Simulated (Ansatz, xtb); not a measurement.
## Ranking isomers of C3H5

4 gas-phase structures of C3H5, found in a search over its isomers (lower ones may exist). Each was relaxed with GFN2-xTB:

A. `[CH2]C=C`, a doublet
B. `C=[C]C`, a doublet
C. `[H]/[C]=C/C`, a doublet
D. `[CH]1CC1`, a doublet

Task: Which do you expect lowest at r2SCAN-D4/def2-SVP, and how would the others follow?

Result: Calculated order at r2SCAN-D4/def2-SVP: A (0.0), B (20.6), C (25.7), D (26.0) kcal/mol. Less than 1 kcal/mol parts C and D, so the order within that pair means little.

Energies above the lowest of each column, in kcal/mol; the last columns are at BLYP-D3(BJ)/def2-SVP geometries and were run for some of them only (a dash: not run or not comparable):

| structure | GFN2-xTB | HF/STO-3G | r2SCAN-D4/def2-SVP | BLYP-D3(BJ)/def2-SVP | CCSD(T)/def2-SVP |
| --- | --- | --- | --- | --- | --- |
| A | 0.0 | 0.0 | 0.0 | 0.0 | 0.0 |
| B | 18.8 | 20.7 | 20.6 | 20.6 | 19.7 |
| C | 24.0 | 23.6 | 25.7 | 25.5 | 22.9 |
| D | 19.0 | 24.8 | 26.0 | – | – |

Every level run on A puts it lowest or level with the lowest. Flexible structures stand in one conformer each, not always the lowest. Frequencies (BLYP-D3(BJ)/def2-SVP) were run for A, B, C alone. Open shells are spin-unrestricted, some with notable spin contamination.

Over these structures GFN2-xTB departs from r2SCAN-D4/def2-SVP by 2.2 kcal/mol on average once a common shift is removed. A GFN2-xTB relaxation took about 0.034 s and the r2SCAN-D4/def2-SVP energy about 2.5 s on a shared host (Ansatz 0.2.0, xtb 6.7.1).
